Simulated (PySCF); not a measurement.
Assigning NMR signals

Geometry:
| atom | x (Å) | y (Å) | z (Å) |
| --- | --- | --- | --- |
| C1 | 1.357 | -0.594 | 0.421 |
| C2 | 0.192 | -0.084 | 0.058 |
| C3 | -1.116 | -0.707 | 0.444 |
| C4 | 0.081 | 1.159 | -0.771 |
| H5 | 2.291 | -0.139 | 0.138 |
| H6 | 1.426 | -1.488 | 1.018 |
| H7 | -1.716 | 0.001 | 1.014 |
| H8 | -0.963 | -1.599 | 1.046 |
| H9 | -1.681 | -0.978 | -0.448 |
| H10 | 1.063 | 1.559 | -1.014 |
| H11 | -0.450 | 0.947 | -1.699 |
| H12 | -0.483 | 1.921 | -0.234 |

PySCF 2.14.0 with density-fitted response routines calculation with couplings computed with B3LYP/pcJ-1 (without the spin–dipole term), σ from GIAO-PBE0/pcSseg-1 and GFN2-xTB geometry; non-relativistic, equivalent nuclei averaged, isolated molecule, one computed conformer.

Referencing at the same level of theory: $^{13}$C (σ = 186.93 ppm) and $^{1}$H (σ = 31.72 ppm) against TMS.

(1) Assign these signals to the numbered atoms. $^{13}$C{$^{1}$H} NMR (computed): δ 150.6 (C), 117.1 (CH2), 27.1 (CH3).

(2) Assign these signals to the numbered atoms. $^{1}$H NMR (500 MHz, computed): δ 5.04 (sept, J = 1.6 Hz, 2H), 1.81 (t, J = 1.6 Hz, 6H).

## Answers

(1) 
```tsv
δ (ppm)	atoms	environment	reason
150.6	C2	fully substituted alkene carbon	the olefinic region
117.1	C1	terminal =CH2 carbon	an sp2 carbon of a C=C bond
27.1	C3/C4	allylic methyl carbon	aliphatic region, no heteroatom directly attached
```

(2) 
| δ (ppm) | atoms | environment | reason |
| --- | --- | --- | --- |
| 5.04 | H5/H6 | hydrogen on a terminal =CH2 carbon | olefinic region |
| 1.81 | H7/H8/H9/H10/H11/H12 | hydrogen on an allylic methyl carbon | allylic position |

Multiplet labels drop couplings under 1 Hz and merge nearly equal ones. Shifts are as computed. Against solution values, carbons near 30 ppm lie about +3 ppm off and those near 130 ppm about +5 ppm. Of 1211 compounds with measured shifts, 218 miss one by over three times the rms of a fit or turn the order of signals round; such compounds aren't used in these exercises.
